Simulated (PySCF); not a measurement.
A geometry optimisation, step by step.

Compound: isoyanoacetylene, C3HN.
Bonds: C1–N2 (triple), N2–C3, C3–C4 (triple). Hydrogens: H5 on C4.
Bond orders are those of one Lewis drawing.

Method: PBE0-D3(BJ)/def2-TZVP geometry optimisation, gas phase in PySCF 2.14.0; density fitting, grid level 2; the optimiser is geomeTRIC in internal coordinates, started from a GFN2-xTB structure with every atom displaced at random (about 0.01 Å). The frame can shift and turn from step to step; on so coarse a grid that alone can change the energy by a few meV, and forces under 0.02 eV/Å are noise.

Step 0: E = -4609.2044 eV, largest atomic force 5.892 eV/Å
```
atom  x, y, z in Å  |  force x, y, z in eV/Å
C1      2.214   -0.098   -0.959   -1.735   0.107   0.740
N2      1.120   -0.041   -0.486    1.716  -0.120  -0.782
C3     -0.076    0.001    0.037    4.880  -0.156  -2.170
C4     -1.118    0.042    0.536   -5.384   0.158   2.388
H5     -2.108    0.063    0.962    0.523   0.012  -0.176
```

Step 1: E = -4609.2878 eV, largest atomic force 0.773 eV/Å
```
atom  x, y, z in Å  |  force x, y, z in eV/Å
C1      2.089    0.157   -1.145    0.715  -0.083  -0.283
N2      1.143   -0.073   -0.495   -0.548   0.126   0.128
C3     -0.017   -0.104    0.095   -0.516   0.088   0.284
C4     -1.102   -0.047    0.610    0.361  -0.054  -0.212
H5     -2.078    0.033    1.025   -0.012  -0.077   0.083
```

Step 2: E = -4609.3145 eV, largest atomic force 0.308 eV/Å
```
atom  x, y, z in Å  |  force x, y, z in eV/Å
C1      2.117    0.121   -1.132    0.032  -0.176   0.127
N2      1.134   -0.051   -0.508   -0.103   0.237  -0.168
C3     -0.032   -0.068    0.078    0.015   0.013   0.053
C4     -1.110   -0.036    0.605    0.034  -0.041  -0.042
H5     -2.076    0.000    1.049    0.022  -0.032   0.030
```

Step 3: E = -4609.3334 eV, largest atomic force 0.279 eV/Å
```
atom  x, y, z in Å  |  force x, y, z in eV/Å
C1      2.146    0.062   -1.103   -0.190  -0.089   0.167
N2      1.118   -0.011   -0.532    0.081   0.176  -0.191
C3     -0.051   -0.012    0.049    0.264  -0.081  -0.042
C4     -1.117   -0.023    0.595   -0.154  -0.036   0.078
H5     -2.063   -0.049    1.081   -0.001   0.030  -0.013
```

Step 4: E = -4609.3367 eV, largest atomic force 0.151 eV/Å
```
atom  x, y, z in Å  |  force x, y, z in eV/Å
C1      2.152    0.044   -1.092   -0.075  -0.036   0.068
N2      1.112    0.006   -0.542    0.022   0.102  -0.096
C3     -0.053    0.000    0.043    0.130  -0.077   0.005
C4     -1.117   -0.024    0.594   -0.073  -0.019   0.038
H5     -2.060   -0.059    1.088   -0.004   0.030  -0.015
```

Step 5: E = -4609.3382 eV, largest atomic force 0.056 eV/Å
```
atom  x, y, z in Å  |  force x, y, z in eV/Å
C1      2.153    0.037   -1.087    0.025  -0.004  -0.009
N2      1.108    0.017   -0.549   -0.026   0.030  -0.011
C3     -0.052   -0.001    0.043   -0.008  -0.041   0.036
C4     -1.116   -0.030    0.596    0.012   0.004  -0.011
H5     -2.060   -0.058    1.088   -0.003   0.011  -0.006
```

Step 6: E = -4609.3385 eV, largest atomic force 0.033 eV/Å
```
atom  x, y, z in Å  |  force x, y, z in eV/Å
C1      2.153    0.039   -1.088    0.020   0.001  -0.011
N2      1.108    0.018   -0.550   -0.015   0.006   0.003
C3     -0.051   -0.005    0.046   -0.019  -0.016   0.021
C4     -1.116   -0.033    0.598    0.015   0.010  -0.014
H5     -2.061   -0.054    1.086   -0.001  -0.001   0.001
```

Step 7: E = -4609.3385 eV, largest atomic force under 0.02 eV/Å
```
atom  x, y, z in Å  |  force x, y, z in eV/Å
C1      2.153    0.041   -1.089    0.004   0.000  -0.002
N2      1.108    0.018   -0.550   -0.003   0.002   0.000
C3     -0.050   -0.007    0.047   -0.004  -0.006   0.007
C4     -1.115   -0.033    0.598    0.002   0.008  -0.007
H5     -2.062   -0.052    1.085    0.001  -0.003   0.002
```

**Question.** Summarise the path.

**Answer.** The energy falls by 0.1341 eV from step 0 to step 7; nine tenths of that is first reached at step 3. It falls at every step. The largest force goes from 5.892 to under 0.02 eV/Å. Among the bonds C3≡C4 changes most, from 1.156 to 1.199 Å; the atoms move by 0.021 Å rms after alignment.

**Question.** Follow the three bonds and two angles with the largest change from start to end.

**Answer.** 
| step | E above end (eV) | largest force (eV/Å) | C3≡C4 (Å) | C1≡N2 (Å) | C4–H5 (Å) | C3–C4–H5 (°) | N2–C3–C4 (°) |
| --- | --- | --- | --- | --- | --- | --- | --- |
| 0 | 0.1341 | 5.892 | 1.156 | 1.194 | 1.078 | 177.5 | 178.0 |
| 1 | 0.0507 | 0.773 | 1.203 | 1.170 | 1.063 | 177.2 | 175.6 |
| 2 | 0.0240 | 0.308 | 1.200 | 1.177 | 1.064 | 178.6 | 177.7 |
| 3 | 0.0051 | 0.279 | 1.198 | 1.178 | 1.064 | 179.1 | 179.2 |
| 4 | 0.0018 | 0.151 | 1.199 | 1.177 | 1.064 | 179.3 | 178.8 |
| 5 | 0.0003 | 0.056 | 1.200 | 1.176 | 1.064 | 179.9 | 179.2 |
| 6 | 0.0000 | 0.033 | 1.200 | 1.176 | 1.064 | 179.8 | 179.7 |
| 7 | 0.0000 | under 0.02 | 1.199 | 1.176 | 1.064 | 179.8 | 179.9 |

What follows is the cost of the whole optimisation. On Arm Neoverse V1, one thread, no GPU (shared host), this took 30 s wall and 0.50 GiB of memory at its peak.
